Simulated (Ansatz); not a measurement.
# C2H5FO2: ladder of methods at one geometry in Python

How do the methods compare on C2H5FO2, in result and in cost? A script is to give a ladder of methods at one geometry; the system is C2H5FO2.

Program: Ansatz 0.2.0, driven from Python. The levels of theory stand in the script. These are calculated values, not measurements.

## (1) The structure

Bond lengths: O1–C2 1.383 Å, C2–O3 1.423 Å, O3–C4 1.481 Å, C4–F5 1.354 Å, O1–H6 1.018 Å, C2–H7 1.124 Å, C2–H8 1.066 Å, C4–H9 1.167 Å, C4–H10 1.039 Å. Angles: O1–C2–O3 112.3°, O1–C2–H7 107.4°, O1–C2–H8 110.9°, O3–C2–H7 111.6°, O3–C2–H8 107.6°, H7–C2–H8 107.0°, C2–O1–H6 104.6°, C2–O3–C4 109.4°, O3–C4–F5 103.6°, O3–C4–H9 106.6°, O3–C4–H10 114.0°, F5–C4–H9 107.9°, F5–C4–H10 113.9°, H9–C4–H10 110.4°.

The script holds or builds the structure itself.

## (2) Script

The input, c2h5fo2_methods.py:

```python
"""One geometry of C2H5FO2, method by method."""

from pathlib import Path

import ansatz as az
from ase import Atoms
import numpy as np

atoms = Atoms(["O", "C", "O", "C", "F", "H", "H", "H", "H", "H"], positions=[
    [-0.9259, -0.7373, 1.1851],
    [-0.1567, -1.0425, 0.0772],
    [-0.1532, 0.0081, -0.8828],
    [0.6285, 1.1515, -0.3582],
    [0.6556, 2.0214, -1.3959],
    [-1.8869, -0.7804, 0.8512],
    [0.8814, -1.2732, 0.4414],
    [-0.519, -1.9203, -0.4065],
    [-0.0105, 1.6291, 0.4938],
    [1.5698, 0.8925, -0.0023],
])
molecule = az.Crystal.molecule_from_ase(atoms)

model = molecule.calculation().basis(gaussian="cc-pVDZ")

print("functional    E (Ha)        dipole (D)   HOMO (eV)  LUMO (eV)")
for name in ["cam_b3lyp", "pbe", "revpbe", "hf", "lc_wpbe"]:
    data = model.functional(name).forces().orbitals().run(threads=1, runs_dir="runs").report
    lines = Path(data["orbitals_path"]).read_text().splitlines()
    field_of = lambda key: [line.split("=")[1].strip() for line in lines if line.startswith(key)]
    orbitals = [(27.211386 * float(e), s, float(n)) for e, s, n in zip(field_of("Ene="), field_of("Spin="), field_of("Occup="))]
    homo = max(e for e, _, n in orbitals if n > 0.5)
    lumo = min(e for e, _, n in orbitals if n < 0.5)
    dipole = 4.803205 * np.linalg.norm(data["charge_distribution"]["dipole_moment_e_ang"])
    print(f"{name:10s} {data['free_energy_ev'] / 27.211386246:14.6f} {dipole:9.3f} {homo:11.3f} {lumo:10.3f}")
```

## (3) The input behind the calls

The package turns the script's settings into the engine's input (first run):

```yaml
crystal:
  periodic: [false, false, false]
  atoms:
    - { symbol: O, position_ang: [-0.9259, -0.7373, 1.1851] }
    - { symbol: C, position_ang: [-0.1567, -1.0425, 0.0772] }
    - { symbol: O, position_ang: [-0.1532, 0.0081, -0.8828] }
    - { symbol: C, position_ang: [0.6285, 1.1515, -0.3582] }
    - { symbol: F, position_ang: [0.6556, 2.0214, -1.3959] }
    - { symbol: H, position_ang: [-1.8869, -0.7804, 0.8512] }
    - { symbol: H, position_ang: [0.8814, -1.2732, 0.4414] }
    - { symbol: H, position_ang: [-0.519, -1.9203, -0.4065] }
    - { symbol: H, position_ang: [-0.0105, 1.6291, 0.4938] }
    - { symbol: H, position_ang: [1.5698, 0.8925, -0.0023] }
basis:
  gaussian:
    orbitals: cc-pVDZ
hamiltonian:
  xc: cam_b3lyp
output:
  orbitals: {}
  forces: true
```

## (4) The run

The run is started by

```bash
python c2h5fo2_methods.py
```

What it wrote:

```text
functional    E (Ha)        dipole (D)   HOMO (eV)  LUMO (eV)
cam_b3lyp     -329.368335     1.738      -9.362      2.358
pbe           -329.129185     1.544      -6.120      0.460
revpbe        -329.381671     1.528      -6.077      0.524
hf            -327.788415     2.083     -12.411      4.690
lc_wpbe       -329.297634     1.754     -10.718      3.859
```

It took 16 s on 1 thread of Arm Neoverse V1, shared host; peak memory 0.26 GiB.

## (5) Inputs of later runs

The engine's inputs for some of the other runs:

Run 2, against run 1:

```diff
@@ -18 +18 @@
-  xc: cam_b3lyp
+  xc: pbe
```

Run 3, against run 1:

```diff
@@ -18 +18 @@
-  xc: cam_b3lyp
+  xc: revpbe
```

Run 5, against run 1:

```diff
@@ -18 +18 @@
-  xc: cam_b3lyp
+  xc: lc_wpbe
```

## (6) What each run gave

From the records of these 5 runs:

```
run  functional  energy (eV)  SCF cycles  CPU time (s)
  1   cam_b3lyp   -8962.5690          17           4.5
  2         pbe   -8956.0614          16             3
  3      revpbe   -8962.9319          16             3
  4          hf   -8919.5772          13           1.6
  5     lc_wpbe   -8960.6451          15           3.5
```

Totals hang on method, basis and potentials, so only like runs compare.

The fields below are those of run 1.

## (7) Orbitals and fields

Orbitals, density, ELF and potential are computed afterwards from the orbital file.

Frontier orbitals at CAM-B3LYP/cc-pVDZ, with the share of their density that lies nearest to each atom:

```
orbital  energy (eV)                    lies on
   HOMO        -9.36  O3 64 %; H9 10 %; O1 10 %
   LUMO         2.36  H6 55 %; O1 16 %; H8 13 %
```

ELF in a plane through or near 4 of the atoms.

Values, 10 rows by 14 columns:
```
0.00 0.00 0.00 0.00 0.00 0.00 0.00 0.00 0.00 0.00 0.00 0.00 0.00 0.00
0.00 0.00 0.00 0.00 0.00 0.01 0.00 0.00 0.00 0.00 0.00 0.00 0.00 0.00
0.00 0.00 0.00 0.00 0.29 0.81 0.29 0.00 0.06 0.08 0.04 0.00 0.00 0.00
0.00 0.00 0.00 0.01 0.69 1.00 0.78 0.22 0.81 0.69 0.35 0.02 0.00 0.00
0.00 0.00 0.01 0.04 0.34 0.97 0.50 0.18 0.77 0.52 0.66 0.07 0.00 0.00
0.00 0.00 0.01 0.03 0.55 0.89 0.17 0.24 0.47 0.39 0.21 0.01 0.00 0.00
0.00 0.00 0.00 0.01 0.88 0.99 0.06 0.82 0.99 0.39 0.02 0.00 0.00 0.00
0.00 0.00 0.00 0.01 0.42 0.33 0.01 0.86 0.98 0.39 0.01 0.00 0.00 0.00
0.00 0.00 0.00 0.00 0.00 0.00 0.00 0.08 0.14 0.01 0.00 0.00 0.00 0.00
0.00 0.00 0.00 0.00 0.00 0.00 0.00 0.00 0.00 0.00 0.00 0.00 0.00 0.00
```
The map spans 10.0 Å across and 7.8 Å up, centred on the molecule. Atoms in the plane (x, y in Å): O1 (1.4, 0.7), H7 (0.8, -1.2), H9 (-1.2, 1.1), H10 (-1.5, -0.7).

On the surface of density 0.002 e/bohr³ the electrostatic potential runs, from the 1st to the 99th percentile, from -1.40 V near O3 to 2.24 V near H6.

## (8) Summary of results

| quantity | value |
| --- | --- |
| runs compared | 5 |
| HOMO-LUMO gap of the mean field (CAM-B3LYP/cc-pVDZ) | 11.72 eV |

All 5 runs converged (13 to 17 cycles). The geometry is a force-field or estimated start, not a minimum of this method, and the basis set is short of its limit. A lower total doesn't mark the better method: functionals have no common bound, and MP2 and coupled cluster aren't variational. Levels such as HOMO and LUMO are orbital energies: with these approximate functionals they aren't the ionisation energy and electron affinity, and their gap isn't the fundamental gap.
